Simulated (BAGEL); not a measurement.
# CH8BN (SMILES [BH3-][NH2+]C): HF/3-21G (density fitting with qzvpp-jkfit)

Aim: the vertical singlet–triplet gap of CH8BN at HF/3-21G (density fitting with qzvpp-jkfit), from 2 runs. 

The results are computed with BAGEL 1.2.2.

### 1 The structure to begin with

The species is CH8BN (11 atoms), meant as a singlet with charge 0. As SMILES, `[BH3-][NH2+]C`. The coordinates come from a PBE0-D4/def2-TZVP relaxation.

Bond lengths: B1–N2 1.626 Å, N2–C3 1.469 Å, B1–H4 1.214 Å, B1–H5 1.214 Å, B1–H6 1.214 Å, N2–H7 1.016 Å, N2–H8 1.016 Å, C3–H9 1.089 Å, C3–H10 1.089 Å, C3–H11 1.092 Å. Some angles: B1–N2–C3 114.0°, B1–N2–H7 108.2°, B1–N2–H8 108.2°, C3–N2–H7 109.9°, C3–N2–H8 109.9°, N2–B1–H4 105.5°, N2–B1–H5 105.4°, N2–B1–H6 105.4°, N2–C3–H9 108.2°, N2–C3–H10 108.2°.

### 2 A single-point energy at HF/3-21G (density fitting with qzvpp-jkfit)

hf.json reads:

```json
{ "bagel": [

{
  "title": "molecule",
  "basis": "3-21g",
  "df_basis": "qzvpp-jkfit",
  "angstrom": true,
  "geometry": [
    { "atom": "B", "xyz": [      -0.828400,       1.032000,      -0.205100 ] },
    { "atom": "N", "xyz": [      -0.349500,      -0.497500,       0.070800 ] },
    { "atom": "C", "xyz": [       1.107800,      -0.661100,       0.155200 ] },
    { "atom": "H", "xyz": [      -2.040900,       0.991000,      -0.245400 ] },
    { "atom": "H", "xyz": [      -0.325100,       1.341700,      -1.265700 ] },
    { "atom": "H", "xyz": [      -0.402900,       1.677500,       0.731200 ] },
    { "atom": "H", "xyz": [      -0.783500,      -0.815200,       0.932300 ] },
    { "atom": "H", "xyz": [      -0.721000,      -1.084700,      -0.669900 ] },
    { "atom": "H", "xyz": [       1.475700,      -0.024100,       0.957600 ] },
    { "atom": "H", "xyz": [       1.543500,      -0.317100,      -0.781300 ] },
    { "atom": "H", "xyz": [       1.389800,      -1.699400,       0.341100 ] }
  ]
},

{
  "title": "hf"
},

{
  "title": "print",
  "file": "orbitals.molden",
  "orbitals": true
}

]}
```

Launch:

```
$ BAGEL_NUM_THREADS=1 BAGEL hf.json > hf.out
```

The program printed:

```text
* using 1 threads per process

  ===============================================================
  ===============================================================

  *** Geometry ***

  { "atom" : "B", "xyz" : [     -1.565449,      1.950197,     -0.387583 ] },
  { "atom" : "N", "xyz" : [     -0.660459,     -0.940139,      0.133793 ] },
  { "atom" : "C", "xyz" : [      2.093439,     -1.249298,      0.293285 ] },
  { "atom" : "H", "xyz" : [     -3.856742,      1.872719,     -0.463739 ] },
  { "atom" : "H", "xyz" : [     -0.614350,      2.535446,     -2.391826 ] },
  { "atom" : "H", "xyz" : [     -0.761371,      3.170016,      1.381768 ] },
  { "atom" : "H", "xyz" : [     -1.480600,     -1.540505,      1.761792 ] },
  { "atom" : "H", "xyz" : [     -1.362493,     -2.049786,     -1.265928 ] },
  { "atom" : "H", "xyz" : [      2.788669,     -0.045542,      1.809602 ] },
  { "atom" : "H", "xyz" : [      2.916792,     -0.599232,     -1.476443 ] },
  { "atom" : "H", "xyz" : [      2.626341,     -3.211401,      0.644586 ] },

  Number of auxiliary basis functions:      371

  Since a DF basis is specified, we compute 2- and 3-index integrals:
    o Being stored without compression. Storage requirement is 0.005 GB

  Number of basis functions:       43
  Number of electrons      :       26

    * METHOD: MOLECULE                             0.10

  *** RHF ***

  === Nuclear Repulsion ===
    82.5263500521

      * DIIS with orbital gradients will be used.

  === RHF iteration (3-21g) ===
      0       -120.91638868          0.01882462           0.01
      1       -120.97234930          0.00494387           0.01
      2       -120.97631730          0.00220651           0.01
      3       -120.97691183          0.00026941           0.01
      4       -120.97692744          0.00006864           0.01
      5       -120.97692896          0.00001427           0.01
      6       -120.97692902          0.00000472           0.01
      7       -120.97692902          0.00000102           0.01
      8       -120.97692902          0.00000022           0.01
      9       -120.97692902          0.00000009           0.01
     10       -120.97692902          0.00000002           0.01
     11       -120.97692902          0.00000001           0.01
    * SCF iteration converged.

    * Permanent dipole moment:
           (   -0.814090,     2.148336,    -0.392951) a.u.

    * METHOD: HF                                   0.22

    * METHOD: PRINT                                0.00

  ===============================================================
```

Wall time 0.64 s (1 thread of Intel Xeon Platinum 8488C (Sapphire Rapids), shared host); peak memory 0.08 GiB.

### 3 The triplet

job.json reads:

```json
{ "bagel": [

{
  "title": "molecule",
  "basis": "3-21g",
  "df_basis": "qzvpp-jkfit",
  "angstrom": "true",
  "geometry": [
    { "atom": "B", "xyz": [      -0.828400,       1.032000,      -0.205100 ] },
    { "atom": "N", "xyz": [      -0.349500,      -0.497500,       0.070800 ] },
    { "atom": "C", "xyz": [       1.107800,      -0.661100,       0.155200 ] },
    { "atom": "H", "xyz": [      -2.040900,       0.991000,      -0.245400 ] },
    { "atom": "H", "xyz": [      -0.325100,       1.341700,      -1.265700 ] },
    { "atom": "H", "xyz": [      -0.402900,       1.677500,       0.731200 ] },
    { "atom": "H", "xyz": [      -0.783500,      -0.815200,       0.932300 ] },
    { "atom": "H", "xyz": [      -0.721000,      -1.084700,      -0.669900 ] },
    { "atom": "H", "xyz": [       1.475700,      -0.024100,       0.957600 ] },
    { "atom": "H", "xyz": [       1.543500,      -0.317100,      -0.781300 ] },
    { "atom": "H", "xyz": [       1.389800,      -1.699400,       0.341100 ] }
  ]
},

{
  "title": "uhf",
  "nopen": 2
},

{
  "title": "print",
  "file": "orbitals.molden",
  "orbitals": "true"
}

]}
```

Launch:

```
$ BAGEL_NUM_THREADS=1 BAGEL job.json > job.out
```

The program printed:

```text
* using 1 threads per process

  ===============================================================
  ===============================================================

  *** Geometry ***

  { "atom" : "B", "xyz" : [     -1.565449,      1.950197,     -0.387583 ] },
  { "atom" : "N", "xyz" : [     -0.660459,     -0.940139,      0.133793 ] },
  { "atom" : "C", "xyz" : [      2.093439,     -1.249298,      0.293285 ] },
  { "atom" : "H", "xyz" : [     -3.856742,      1.872719,     -0.463739 ] },
  { "atom" : "H", "xyz" : [     -0.614350,      2.535446,     -2.391826 ] },
  { "atom" : "H", "xyz" : [     -0.761371,      3.170016,      1.381768 ] },
  { "atom" : "H", "xyz" : [     -1.480600,     -1.540505,      1.761792 ] },
  { "atom" : "H", "xyz" : [     -1.362493,     -2.049786,     -1.265928 ] },
  { "atom" : "H", "xyz" : [      2.788669,     -0.045542,      1.809602 ] },
  { "atom" : "H", "xyz" : [      2.916792,     -0.599232,     -1.476443 ] },
  { "atom" : "H", "xyz" : [      2.626341,     -3.211401,      0.644586 ] },

  Number of auxiliary basis functions:      371

  Since a DF basis is specified, we compute 2- and 3-index integrals:
    o Being stored without compression. Storage requirement is 0.005 GB

  Number of basis functions:       43
  Number of electrons      :       26

    * METHOD: MOLECULE                             0.10

  *** Open-shell HF ***

  === Nuclear Repulsion ===
    82.5263500521

      * DIIS with orbital gradients will be used.

  === UHF iteration (3-21g) ===
      0       -120.54926842          0.03939779           0.03
      1       -120.61574301          0.01651680           0.03
      2       -120.62646392          0.00890538           0.03
      3       -120.62991088          0.00162047           0.02
      4       -120.63076505          0.00059361           0.02
      5       -120.63089720          0.00025997           0.03
      6       -120.63096417          0.00009233           0.03
      7       -120.63097294          0.00006544           0.02
      8       -120.63098054          0.00003803           0.02
      9       -120.63098202          0.00003168           0.02
     10       -120.63098333          0.00002655           0.02
     11       -120.63098387          0.00002528           0.02
     12       -120.63098400          0.00002553           0.02
     13       -120.63098361          0.00002436           0.02
     14       -120.63098268          0.00001978           0.02
     15       -120.63098161          0.00001270           0.02
     16       -120.63098131          0.00000783           0.02
     17       -120.63098127          0.00000509           0.03
     18       -120.63098127          0.00000397           0.02
     19       -120.63098128          0.00000299           0.02
     20       -120.63098129          0.00000212           0.03
     21       -120.63098129          0.00000180           0.02
     22       -120.63098129          0.00000165           0.03
     23       -120.63098129          0.00000149           0.05
     24       -120.63098129          0.00000133           0.03
     25       -120.63098129          0.00000119           0.03
     26       -120.63098129          0.00000103           0.02
     27       -120.63098129          0.00000093           0.02
     28       -120.63098128          0.00000068           0.02
     29       -120.63098128          0.00000050           0.02
     30       -120.63098128          0.00000033           0.02
     31       -120.63098128          0.00000017           0.03
     32       -120.63098128          0.00000012           0.03
     33       -120.63098128          0.00000008           0.03
     34       -120.63098128          0.00000003           0.03
     35       -120.63098128          0.00000002           0.02
     36       -120.63098128          0.00000001           0.02
     37       -120.63098128          0.00000001           0.02
    * SCF iteration converged.

    * S^2 (UHF) is 2.0235

    * Permanent dipole moment:
           (   -0.796619,     0.293663,    -0.079182) a.u.

    * METHOD: UHF                                  1.05

    * METHOD: PRINT                                0.00

  ===============================================================
```

Wall time 1.4 s (1 thread of Intel Xeon Platinum 8488C (Sapphire Rapids), shared host); peak memory 0.08 GiB.

### 4 Outcome

At HF/3-21G (density fitting with qzvpp-jkfit):

```
                                        quantity          value
                           singlet: total energy  -120.97693 Eh
                          singlet: dipole moment         5.92 D
                            singlet: HOMO energy      -10.86 eV
                            singlet: LUMO energy        5.80 eV
                          singlet: HOMO–LUMO gap       16.66 eV
                           triplet: total energy  -120.63098 Eh
                          triplet: dipole moment         2.17 D
                                   triplet: ⟨S²⟩          2.023
vertical energy of the triplet above the singlet       9.414 eV
```

**Reading.** At this shape the triplet lies 9.41 eV (908 kJ/mol) above the singlet.
